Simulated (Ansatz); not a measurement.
**[BPH4]− (SMILES [BH2-]P): methods side by side**

The species is [BPH4]− (6 atoms), meant as a doublet with charge -1. SMILES: `[BH2-]P`. The shape is that of a GFN2-xTB optimisation.

```xyz
6

B     0.0583   -0.9045   -0.0634
P     0.5945    0.8594   -0.0697
H    -1.0748   -1.2266    0.1373
H     0.8875   -1.7334   -0.2663
H    -0.4220    1.5536   -0.8165
H    -0.0435    1.4515    1.0785
```

Quantity: the energy change with the B1–H4 bond stretched from 1.190 to 1.785 Å, in eV. The values are calculated.

```
           level                    kind  program  value (eV)  CPU time (all runs)
U-r2SCAN0/STO-3G         hybrid meta-GGA   Ansatz           ?                9.1 s
   UB3LYP/STO-3G           global hybrid   Ansatz        2.34                4.3 s
   UBHLYP/STO-3G           global hybrid   Ansatz           ?                4.1 s
U-wB97M-V/STO-3G  range-separated hybrid   Ansatz        2.46                 43 s
  U-wB97X/STO-3G  range-separated hybrid   Ansatz        2.50                 22 s
  RPA@PBE/STO-3G                     RPA   Ansatz        2.17                5.3 s
 UCCSD(T)/STO-3G   coupled cluster or CI   Ansatz        2.27               0.62 s
  UCCSDTQ/STO-3G   coupled cluster or CI   Ansatz        2.26                 93 s
      FCI/STO-3G      exact in the basis   Ansatz        2.26                 12 s
```

Task: Estimate the missing values from the other rows.

Result: As computed at these levels: U-r2SCAN0/STO-3G: 2.55 eV; UBHLYP/STO-3G: 2.62 eV. Sets without diffuse functions describe the anion poorly. The first shape isn't each level's own minimum. The values span 2.17 to 2.62 eV. Spin contamination of the reference (⟨S²⟩ at least 0.1 too high) touches UCCSD(T)/STO-3G, UCCSDTQ/STO-3G. All rows use very small basis sets, so even the best lies far from the true value. CPU times are rough (shared hosts, several kinds of processor): they show what a rung costs within a factor of a few.
